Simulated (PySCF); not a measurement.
B3LYP has the VWN-RPA correlation part, as in Gaussian. Excitations are Tamm–Dancoff values on a coarser integration grid. The basis has no diffuse functions, so Rydberg states are missing or too high.

Species: CH$_{4}$O, SMILES `OC` (charge 0, multiplicity 1).

Give the T1 excitation (TDA), S1 excitation (TDA), dipole moment, S1–T1 gap (TDA) and HOMO–LUMO gap at the level B3LYP-D3(BJ)/def2-TZVP // B3LYP-D3(BJ)/def2-SVP run with PySCF 2.14.0.


| Quantity | Value |
|---|---|
| T1 excitation (TDA) | 6.53 eV |
| S1 excitation (TDA) | 6.93 eV |
| dipole moment | 1.67 D |
| S1–T1 gap (TDA) | 0.40 eV |
| HOMO–LUMO gap | 8.32 eV |
